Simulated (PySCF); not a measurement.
Compound: metal hydrosulfide, HNaS.
Z-matrix (Å and degrees, PBE0-D3(BJ)/def2-TZVP geometry), rows numbered from 1:
```
Na
S   1  2.4778
H   2  1.3441  1   93.35
```

Method: PBE0-D3(BJ)/def2-TZVP geometry optimisation, gas phase in PySCF.

Take the most abundant isotopes and a rigid rotor. 

Question: Give the principal moments of inertia and the rotational constants in MHz.

Answer: Ia = 1.76, Ib = 83.36, Ic = 85.12 u·Å²; 505379 MHz·u·Å²/I gives A = 287955, B = 6062, C = 5937 MHz.

Question: Classify the top.

Answer: A near-prolate asymmetric top; Ray's κ = -0.999.

Question: Give the coordinates in the principal-axis frame, origin at the centre of mass.

Answer: The sense of each axis is arbitrary; atoms in the order of the calculation.
```tsv
atom	mass (u)	a (Å)	b (Å)	c (Å)
Na1	22.990	1.462	-0.002	0.000
S2	31.972	-1.016	0.043	0.000
H3	1.008	-1.119	-1.298	0.000
```

Question: Where do the levels up to J = 3 lie, in MHz?

Answer: Above 0(0,0):
J = 1: 1(0,1) 12000, 1(1,1) 293892, 1(1,0) 294017
J = 2: 2(0,2) 36000, 2(1,2) 317767, 2(1,1) 318142, 2(2,1) 1163818, 2(2,0) 1163818
J = 3: 3(0,3) 71999, 3(1,3) 353579, 3(1,2) 354329, 3(2,2) 1199818, 3(2,1) 1199818, 3(3,1) 2609591, 3(3,0) 2609591

Question: Which types of transition are allowed, and where do some lines up to J = 5 fall?

Answer: The dipole components are |μa| = 8.21 D, |μb| = 0.60 D, |μc| = 0.00 D; the mirror of this Cs structure is the ab plane, so μc vanishes by symmetry and there are no c-type lines. Intensities carry the squares of the components, which stand as 1.00 : 0.01 (a : b). Some lines, for components of 0.1 D or more:

| type | branch | J(Ka,Kc) | MHz | lower level (cm⁻¹) |
| --- | --- | --- | --- | --- |
| a | Q | 4(1,3) ← 4(1,4) | 1250 | 13.387 |
| a | Q | 5(1,4) ← 5(1,5) | 1875 | 15.378 |
| a | R | 2(0,2) ← 1(0,1) | 24000 | 0.400 |
| a | R | 2(1,1) ← 1(1,0) | 24125 | 9.807 |
| a | R | 5(0,5) ← 4(0,4) | 59999 | 4.003 |
| a | R | 5(4,1) ← 4(4,0) | 60000 | 154.483 |
| a | R | 5(1,4) ← 4(1,3) | 60312 | 13.429 |
| b | Q | 3(1,2) ← 3(0,3) | 282330 | 2.402 |
| b | R | 1(1,1) ← 0(0,0) | 293892 | 0.000 |
| b | R | 2(1,2) ← 1(0,1) | 305767 | 0.400 |
| b | R | 5(1,5) ← 4(0,4) | 341017 | 4.003 |
| b | R | 5(2,3) ← 4(1,4) | 906490 | 13.387 |
| b | Q | 4(3,1) ← 4(2,2) | 1409773 | 41.623 |
| b | Q | 5(5,1) ← 5(4,2) | 2537592 | 156.484 |
| b | R | 5(5,1) ← 4(4,0) | 2597592 | 154.483 |

Question: Estimate the classical rotational partition function at 100 K and 200 K.

Answer: Point group Cs, symmetry number σ = 1; q = (√π/σ)·√((kT/h)³/(ABC)), k/h = 20836.6 MHz/K: 1660 at 100 K, 4680 at 200 K.

Whether it is a minimum is left open (no frequencies). These are rigid-rotor constants of the computed structure; measured ground-state constants (B0) also hold zero-point vibration. Quadrupole hyperfine structure (23Na) is left out.

Time: 8.5 s; peak memory 0.31 GiB. Hardware: one thread, Arm Neoverse N1 (aarch64), shared host with 64 logical CPUs at a one-minute load of 52. This is the geometry optimisation.
